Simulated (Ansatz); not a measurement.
C3H4FN, SMILES `C=NC(=C)F`, charge 0, multiplicity 1.

Question: Give a relaxed structure at PBE0-D4/def2-TZVP (Ansatz 0.2.0). (Estimate.)

Answer: Ansatz gave: 
Z-matrix (Å, degrees):
```
C
N 1 1.268
H 1 1.087 2 118.1
H 1 1.092 2 123.7 3 180.0
C 2 1.374 1 119.9 3 180.0
F 5 1.349 2 116.9 1 -0.0
C 5 1.326 2 123.5 1 180.0
H 7 1.079 5 118.7 2 0.0
H 7 1.080 5 121.0 2 -180.0
```
Point group Cs.
This is one stationary point; other conformers may exist.
